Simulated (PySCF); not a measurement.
**PNH₆, a complex of two parts: interaction energy**

Wanted: the interaction energy for `N` with `P`.

Computed with PySCF 2.14.0; each step states its level. No surroundings beyond the atoms listed, unless a continuum is named. Atoms count from 0, parts from 1.

### 1 Starting point

8 atoms, charge 0, multiplicity 1; geometry: GFN2-xTB. Parts: 1 = atoms 0–3, `N`, charge 0; 2 = atoms 4–7, `P`, charge 0.

### 2 Optimising the geometry at PBE0-D3(BJ)/def2-SVPD

The job: settings as JSON, then the geometry in Å.

```
{"job": {"xc": "PBE0", "basis": "def2-SVPD", "d3": "d3bj", "grid": 2, "kind": "geom", "shake": 0.01}, "charge": 0, "multiplicity": 1, "parts": [{"atoms": "0-3", "charge": 0, "multiplicity": 1}, {"atoms": "4-7", "charge": 0, "multiplicity": 1}]}
N      0.004819     0.114432     0.153198
H      0.789042    -0.101421    -0.413001
H     -0.699245    -0.624095     0.064834
H     -0.408064     0.965658    -0.262739
P      1.018532     0.943948     3.437988
H     -0.184954     0.520637     3.984986
H      0.633639     0.649772     2.159656
H      1.624501    -0.287507     3.621583
```

Run with:

```sh
OMP_NUM_THREADS=1 python cluster_run.py task.json out
```

The driver reads the jobs from task.json and runs them one after another.

**Question.** The jobs that follow are: CCSD(T)/aug-cc-pVDZ and MP2/aug-cc-pVTZ counterpoise interaction energy, frozen core, gas phase. Predict: point group; rotational constants (main isotopes); interaction energy, CCSD(T) limit estimate; MP2/aug-cc-pVTZ; T1 diagnostic.

As calculated:

| quantity | value |
| --- | --- |
| point group | C1 |
| rotational constants (main isotopes) | 75.79, 2.66, 2.65 GHz |
| interaction energy, CCSD(T) limit estimate | -0.98 kcal/mol |
| MP2/aug-cc-pVTZ | -0.93 kcal/mol |
| T1 diagnostic | 0.0116 |

Over 6 steps the energy fell by 0.164 eV; of the close pairs, P4–H6 changed most, 1.367 to 1.430 Å. The estimate adds CCSD(T) less MP2 in the small basis (+0.06 kcal/mol) to extrapolated MP2. Hartree-Fock gives 0.45 against -0.98 kcal/mol, so correlation carries all of the binding.
